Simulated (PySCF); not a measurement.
# Ionisation energy of Cl by level of theory

Cl [Ne] 3s2 3p5 (2P) → Cl⁺ [Ne] 3s2 3p4 (3P), as a difference of total energies. Computed with PySCF 2.14 in def2-TZVPPD (6s6p4d1f, 51 functions), with no relativity, point nucleus. Correlated levels: valence: [Ne] frozen. The calculations carry no spin-orbit coupling.

| method | ionisation energy (eV) |
| --- | --- |
| UHF | 11.771 |
| MP2 (valence) | 12.731 |
| SCS-MP2 (valence) | 12.729 |
| CCSD (valence) | 12.692 |
| CCSD(T) (valence) | 12.734 |

Question: How much does correlation contribute at CCSD(T) (valence)?

Answer: 12.734 − (11.771) = 0.963 eV, measured against UHF.

Errors of the correlated levels include the incompleteness of this basis and the frozen core.

For comparison: 12.974 eV (measured; NIST levels, between the centres of gravity of the two terms).
